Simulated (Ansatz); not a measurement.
**hcp Cd**

Computed with Hartree–Fock in Ansatz (plane waves, PAW).

Run with plane-wave cutoff 460 eV, 12×12×6 k mesh (along the axes of the cell as run), Fermi–Dirac smearing 0.05 eV, scalar-relativistic PAW data made under PBE.

Cell: relaxed at this level.

```json
{
  "equilibrium_lattice_constant_a": "3.070 Å",
  "c axis length": "6.631 Å"
}
```

Measured, for comparison: lattice constant a 2.979 Å, lattice parameter c 5.617 Å (293 K, no zero-point or thermal correction; as tabulated in Wikipedia's data pages). Computed (rounded) less measured: lattice constant a +3.1 %, lattice parameter c +18.1 %.

Static lattice: no zero-point or thermal effects.

It cost around 3 core-hours (rough) of CPU time.

Ansatz is an electronic-structure program.
